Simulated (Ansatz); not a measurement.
Molecule: hydrogen fluoride, HF, charge 0, multiplicity 1. 
Structure (B3LYP-D3(BJ)/def2-TZVP (Ansatz, an electronic-structure program) minimum search):
```xyz
2

F      0.0000     0.0000    -0.0925
H      0.0000     0.0000     0.8321
```

Basis-set convergence of Hartree-Fock and MP2 correlation energies (hartree) with Ansatz. Cores are frozen in the correlated levels unless marked. Spin-orbit coupling is left out. No relativistic terms.

| basis | functions | E(HF) | E(corr, MP2) |
|---|---|---|---|
| def2-SVPD | 31 | -99.94487 | -0.21337 |
| def2-TZVPPD | 57 | -100.06594 | -0.27343 |
| def2-QZVPPD | 99 | -100.06997 | -0.29770 |

Extrapolating the two largest sets (X = 3 and 4) as X^-3: E(corr) = (64·(-0.29770) - 27·(-0.27343))/37 = -0.3154 Eh, an estimate of the basis-set limit. The largest set recovers 94.4 % of it, the smallest 67.6 %.
